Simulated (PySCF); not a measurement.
**NH3S (Thiohydroxylamine): PBE0/STO-6G**

What is the energy change on altering one bond length of NH3S (Thiohydroxylamine) at PBE0/STO-6G? The job is set up through a Python script.

The results are computed with PySCF 2.14.0.

11 further runs of the same task are left out: 11 set aside as unsound or not needed.

## (1) The system as given

NH3S has 5 atoms, charge 0, and is taken as a singlet. SMILES: `NS`. The shape is that of a GFN2-xTB optimisation. This is one conformer, not always the lowest.

Bond lengths: N1–S2 1.719 Å, N1–H3 1.015 Å, N1–H4 1.015 Å, S2–H5 1.338 Å. Angles: N1–S2–H5 95.5°, S2–N1–H3 109.8°, S2–N1–H4 109.7°, H3–N1–H4 108.9°.

## (2) A single-point energy at PBE0/STO-6G

File input.py:

```python
from pyscf import gto, dft

mol = gto.M(
    atom=[
    ('N', (-0.162760, -0.507400, -0.231700)),
    ('S', (0.168270, 0.954370, 0.610330)),
    ('H', (0.015040, -1.300690, 0.375430)),
    ('H', (-1.135990, -0.524720, -0.519210)),
    ('H', (1.115440, 1.378440, -0.234860)),
],
    verbose=3,
    max_memory=1860,
    charge=0,
    spin=0,
    basis='sto-6g',
)

mf = dft.RKS(mol, xc='pbe0')
mf.conv_tol = 1e-10
mf.grids.level = 5
mf.kernel()
if not mf.converged:
    mf = mf.newton().run(mf.mo_coeff, mf.mo_occ)

energy = mf.e_tot
print('Final energy', energy)
```

Run with:

```console
$ OMP_NUM_THREADS=1 python input.py
```

The log of the run:

```text
converged SCF energy = -452.915095363819
Final energy -452.9150953638195
```

Wall time 2.3 s (1 thread of Intel Xeon Platinum 8488C (Sapphire Rapids), shared host); peak memory 0.19 GiB.

## (3) The distorted shape at the same level

File input.py:

```python
from pyscf import gto, dft

molecule = gto.Mole()
molecule.atom = '''
N       -0.636346      -0.719435       0.190896
S       -0.305316       0.742335       1.032926
H       -0.458546      -1.512725       0.798026
H       -1.609576      -0.736755      -0.096614
H        1.115440       1.378440      -0.234860
'''
molecule.max_memory = 1860
molecule.basis = 'sto-6g'
molecule.verbose = 3
molecule.build()

mf = dft.RKS(molecule)
mf.xc = 'pbe0'
mf.grids.level = 5
mf.conv_tol = 1e-10
mf.kernel()
if not mf.converged:
    mf = mf.newton().run(mf.mo_coeff, mf.mo_occ)

energy = mf.e_tot
print(f'total energy: {energy:.8f} hartree')
```

Run with:

```console
$ OMP_NUM_THREADS=1 python input.py
```

The log of the run:

```text
converged SCF energy = -452.818424277716
total energy: -452.81842428 hartree
```

Wall time 2.7 s (1 thread of Intel Xeon Platinum 8488C (Sapphire Rapids), shared host); peak memory 0.19 GiB.

## (4) What came out

Level: PBE0/STO-6G.

```
                                                         quantity          value
                                        first shape: total energy  -452.91510 Eh
                                       first shape: dipole moment         0.82 D
                                         first shape: HOMO energy       -3.75 eV
                                         first shape: LUMO energy        6.24 eV
                                       first shape: HOMO–LUMO gap        9.99 eV
                                    distorted shape: total energy  -452.81842 Eh
                                   distorted shape: dipole moment         1.76 D
                                     distorted shape: HOMO energy       -3.59 eV
                                     distorted shape: LUMO energy        1.69 eV
                                   distorted shape: HOMO–LUMO gap        5.28 eV
energy change with the S2–H5 bond stretched from 1.338 to 2.008 Å       2.631 eV
```

What this shows: With the S2–H5 bond stretched from 1.338 to 2.008 Å the energy rises by 2.63 eV (61 kcal/mol). The first shape isn't relaxed at this level, so the change isn't measured from a minimum. The minimal basis adds a large error of its own. Mulliken charges (distorted shape) run from -0.49 on N1 to +0.19 on H3.
